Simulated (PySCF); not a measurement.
Gas-phase reaction: BHCl2 + Cl ⇌ BCl2 + HCl

Method: PySCF energies plus ideal-gas RRHO corrections (1 bar). † marks an energy on the PBE0/def2-TZVP geometry and frequencies; other levels use their own. MP2 and CCSD(T) freeze the core. 6-31G* has spherical d functions here. Open shells (unrestricted): Cl (multiplicity 2), BCl2 (multiplicity 2); the rest are closed-shell singlets. Spin-orbit splitting is ignored; it lowers the true energy and changes the entropy of Cl. MP2 isn't extrapolated to the basis-set limit. CCSD(T) isn't extrapolated to the basis-set limit.

```json
[
 {"level": "CCSD(T)/def2-SVP†", "ΔH°(298 K), kJ": "(withheld)"},
 {"level": "HF/6-31G*", "ΔH°(298 K), kJ": "67"},
 {"level": "HF/def2-TZVP†", "ΔH°(298 K), kJ": "42"},
 {"level": "MP2/def2-TZVPP†", "ΔH°(298 K), kJ": "1"},
 {"level": "PBE/def2-SVP", "ΔH°(298 K), kJ": "(withheld)"},
 {"level": "PBE0/def2-SVP†", "ΔH°(298 K), kJ": "6"},
 {"level": "LDA/def2-TZVP†", "ΔH°(298 K), kJ": "(withheld)"}
]
```

Question: Complete the blanks.

Answer: 
- CCSD(T)/def2-SVP†, ΔH°(298 K), kJ: 27
- PBE/def2-SVP, ΔH°(298 K), kJ: -5
- LDA/def2-TZVP†, ΔH°(298 K), kJ: -29
